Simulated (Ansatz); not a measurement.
Ansatz (an electronic-structure program) input (B3LYP-D3(BJ)/def2-TZVP):

Ansatz 0.2 input:
```yaml
crystal:
  periodic: [false, false, false]
  atoms:
    - {symbol: C, position_ang: [0.01733037, 0.03936297, 1.69896252]}
    - {symbol: C, position_ang: [0.01196315, 0.06252529, 0.40501773]}
    - {symbol: H, position_ang: [0.02251895, -0.66991507, 2.49212401]}
    - {symbol: C, position_ang: [0.00561366, 1.33727071, -0.39632423]}
    - {symbol: H, position_ang: [-0.00119981, 2.20414403, 0.25791721]}
    - {symbol: H, position_ang: [0.88855685, 1.38164241, -1.03280309]}
    - {symbol: H, position_ang: [-0.87470325, 1.37063439, -1.03707587]}
    - {symbol: C, position_ang: [0.01182352, -1.19564888, -0.45272326]}
    - {symbol: H, position_ang: [0.02072924, -2.08946190, 0.16466163]}
    - {symbol: H, position_ang: [-0.87730997, -1.20526195, -1.08078760]}
    - {symbol: H, position_ang: [0.89151621, -1.19660505, -1.09402399]}
basis:
  gaussian:
    orbitals: def2-TZVP
hamiltonian:
  xc: b3lyp
  dispersion: d3bj
magnetization: {spin_polarized: true, initial_magnetization: 1}
relax: {f_tol: 0.002, max_steps: 150}
```

End of the output:

```
relax step   3: F+E_penalty+E_count = -4261.70650572 eV  Δ(F+E_penalty+E_count) = -2.493e-3 eV  max|allowed force component| = 4.883e-2 eV/Å  Δτ_max = 0.0116 Å  (38 SCF iters, accepted)
these checks for a lower state are left out or cut short: starts, cluster_reference, orbital_swaps, neighbouring_geometries, increment
integrals: 0.07 GiB planned
1028 factors; their error is unknown
mean field: 0.86 GiB planned
mean field -4261.37948498 eV, -156.6028076063 hartree, gradient 1.7e-5 eV, S^2 0.758892; 0 other end points of the search recorded, 0 dependent functions left out
the calculation of the forces begins
reference -4261.37975353 eV, -156.6028174754 hartree; 16, 15 occupied and 150, 151 virtual orbitals, 1028 factors
relax step   4: F+E_penalty+E_count = -4261.70690189 eV  Δ(F+E_penalty+E_count) = -3.962e-4 eV  max|allowed force component| = 3.312e-2 eV/Å  Δτ_max = 0.0128 Å  (38 SCF iters, accepted)
these checks for a lower state are left out or cut short: starts, cluster_reference, orbital_swaps, neighbouring_geometries, increment
integrals: 0.07 GiB planned
1028 factors; their error is unknown
mean field: 0.87 GiB planned
mean field -4261.37951933 eV, -156.6028088684 hartree, gradient 1.6e-5 eV, S^2 0.758891; 0 other end points of the search recorded, 0 dependent functions left out
the calculation of the forces begins
reference -4261.37978800 eV, -156.6028187420 hartree; 16, 15 occupied and 150, 151 virtual orbitals, 1028 factors
relax step   5: F+E_penalty+E_count = -4261.70696836 eV  Δ(F+E_penalty+E_count) = -6.647e-5 eV  max|allowed force component| = 2.405e-2 eV/Å  Δτ_max = 0.0053 Å  (38 SCF iters, accepted)
these checks for a lower state are left out or cut short: starts, cluster_reference, orbital_swaps, neighbouring_geometries, increment
integrals: 0.07 GiB planned
1028 factors; their error is unknown
mean field: 0.87 GiB planned
mean field -4261.37952617 eV, -156.6028091201 hartree, gradient 1.6e-5 eV, S^2 0.758902; 0 other end points of the search recorded, 0 dependent functions left out
the calculation of the forces begins
reference -4261.37979484 eV, -156.6028189934 hartree; 16, 15 occupied and 150, 151 virtual orbitals, 1028 factors
relax step   6: F+E_penalty+E_count = -4261.70697473 eV  Δ(F+E_penalty+E_count) = -6.369e-6 eV  max|allowed force component| = 1.631e-3 eV/Å  Δτ_max = 0.0011 Å  (38 SCF iters, accepted)
integrals: 0.07 GiB planned
1028 factors; their error is unknown
mean field: 0.87 GiB planned
mean field evaluation 64: about -4260.6084 eV, gradient 1.3e1 eV
mean field -4261.37952617 eV, -156.6028091201 hartree, gradient 1.6e-5 eV, S^2 0.758902; 1 other end points of the search recorded, 0 dependent functions left out
the calculation of the forces begins
reference -4261.37979484 eV, -156.6028189934 hartree; 16, 15 occupied and 150, 151 virtual orbitals, 1028 factors
Total energy: -4261.70724340 eV, -156.6148525059 hartree
Atom 0 at     0.016206     0.040238     1.697883 Å, force     0.000926    -0.001631    -0.001250 eV/Å
Atom 1 at     0.011717     0.068252     0.389344 Å, force     0.000918     0.001061     0.001388 eV/Å
Atom 2 at     0.021759    -0.705338     2.477700 Å, force    -0.000686     0.000372    -0.000341 eV/Å
Atom 3 at     0.004947     1.355362    -0.395177 Å, force    -0.000931    -0.000124    -0.000779 eV/Å
Atom 4 at     0.003263     2.223878     0.260494 Å, force    -0.000216     0.000172    -0.000057 eV/Å
Atom 5 at     0.882626     1.409720    -1.045855 Å, force     0.000080    -0.000474    -0.000023 eV/Å
Atom 6 at    -0.876235     1.402946    -1.041659 Å, force     0.000242     0.000456     0.000369 eV/Å
Atom 7 at     0.012999    -1.201586    -0.436466 Å, force    -0.000636     0.000911     0.000935 eV/Å
Atom 8 at     0.018983    -2.093945     0.187451 Å, force    -0.000308    -0.000530     0.000411 eV/Å
Atom 9 at    -0.870479    -1.233621    -1.080570 Å, force     0.000252    -0.000548    -0.000389 eV/Å
Atom 10 at     0.891053    -1.227219    -1.088199 Å, force     0.000359     0.000335    -0.000266 eV/Å
Dipole moment:    -0.000102    -0.122239    -0.182875 e Å
```

It need not be the lowest isomer of its formula.
